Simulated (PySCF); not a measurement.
# SiC: one state, many levels of theory

State: ³Π (triplet), unpaired electrons σ ↑, π ↑. Set-up: Si aug-cc-pV(D+d)Z, C aug-cc-pVDZ; no relativity (PySCF 2.14). De refers to Si + C in their high-spin ground configurations, without counterpoise correction. The functionals are run spin-unrestricted. A positive dipole means Si(−)C(+).

```csv
Level,Re (Å),ωe (cm⁻¹),De (eV),μ (D)
ROHF,1.686,1094,2.20,-1.37
ROHF-MP2,1.738,973,3.88,n/a
ROHF-SCS-MP2,1.736,973,3.69,n/a
ROHF-CCSD,1.739,954,3.60,n/a
ROHF-CCSD(T),1.752,924,3.85,n/a
PBE,1.739,946,4.70,-1.70
revPBE,1.744,936,4.47,-1.67
r²SCAN,1.727,965,4.41,-1.43
r²SCANh,1.723,967,4.28,-1.40
PBE0,1.720,983,4.30,-1.59
M06,1.722,970,4.50,-1.68
LC-ωPBE,1.703,996,4.01,-1.44
```

Problem. Which functional lies closest to ROHF-CCSD(T) in De, which farthest, and by how much do they differ from it?

Solution. Closest is LC-ωPBE (-4.9 pm in Re, +7.8 % in ωe, +0.16 eV in De against ROHF-CCSD(T) in the same basis), farthest PBE (-1.3 pm in Re, +2.4 % in ωe, +0.85 eV in De). CCSD(T) converges more slowly with the basis than the functionals do and binds too weakly in this one, so the order can change at the basis-set limit.

Problem. What does a quarter of exact exchange do here, going from PBE to PBE0?

Solution. PBE0 less PBE: -1.9 pm in Re, +3.9 % in ωe, -0.40 eV in De. Exact exchange removes part of the self-interaction that spreads semilocal densities, and in most molecules shortens and stiffens the bond and lowers De; so it does here.

Problem. What does second-order correlation do here, going from ROHF to ROHF-MP2?

Solution. ROHF-MP2 less ROHF: +5.2 pm in Re, -11.1 % in ωe, +1.68 eV in De. Correlation nearly always deepens the well. The bond lengthens, as in strong covalent bonds, where excitations into antibonding orbitals dominate.

Correlated steps freeze 6 core orbitals. Correlated levels converge slowly with the basis: in double zeta they bind strong bonds too weakly, by up to about 1 eV, and carry superposition errors of some tenths. The CCSD T1 diagnostic is raised, a sign that a single reference may not be enough here. UHF is strongly spin-contaminated for SiC, so the ROHF reference used there is far from stable. The state was picked by a PBE0 search and need not be the measured ground state.
